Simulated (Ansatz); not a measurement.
One change: `COC(C)Cl` becomes `CC(Cl)Cl`.

Ansatz, PBE0-D4/def2-TZVP geometries, multiplicity 1. Each molecule was computed in one conformer, which needn't be the lowest.

```csv
property,`COC(C)Cl`
LUMO energy (B3LYP/def2-TZVPP) / eV,0.47
zero-point energy (PBE0-D4/def2-TZVP) / kJ/mol,261.3
HOMO–LUMO gap (PBE0/def2-TZVPP) / eV,8.98
size of the dipole moment (B3LYP/def2-TZVPP) / D,1.97
HOMO–LUMO gap (B3LYP/def2-TZVPP) / eV,8.43
size of the dipole moment (PBE/def2-TZVPP) / D,1.94
```

**Question.** Give the same properties after the change, and the shifts. (An estimate is asked.)

**Answer.** Ansatz gave: 
```json
{"property": "LUMO energy (B3LYP/def2-TZVPP) / eV", "`CC(Cl)Cl`": "-0.17", "shift": "-0.64"}
{"property": "zero-point energy (PBE0-D4/def2-TZVP) / kJ/mol", "`CC(Cl)Cl`": "151.1", "shift": "-110.2"}
{"property": "HOMO–LUMO gap (PBE0/def2-TZVPP) / eV", "`CC(Cl)Cl`": "8.72", "shift": "-0.26"}
{"property": "size of the dipole moment (B3LYP/def2-TZVPP) / D", "`CC(Cl)Cl`": "2.02", "shift": "0.05"}
{"property": "HOMO–LUMO gap (B3LYP/def2-TZVPP) / eV", "`CC(Cl)Cl`": "8.16", "shift": "-0.27"}
{"property": "size of the dipole moment (PBE/def2-TZVPP) / D", "`CC(Cl)Cl`": "1.96", "shift": "0.02"}
```

With PBE0 the HOMO falls by 0.41 eV and the LUMO falls by 0.67 eV, so the gap narrows by about 0.26 eV. PBE moves the HOMO by -0.51 eV and ωB97M-V by -0.34 eV. The zero-point energy changes by -110.2 kJ/mol with -12 modes. Dipoles are sizes alone; their direction can turn.

B3LYP here is the variant with VWN-RPA as its local correlation; programs differ in this.
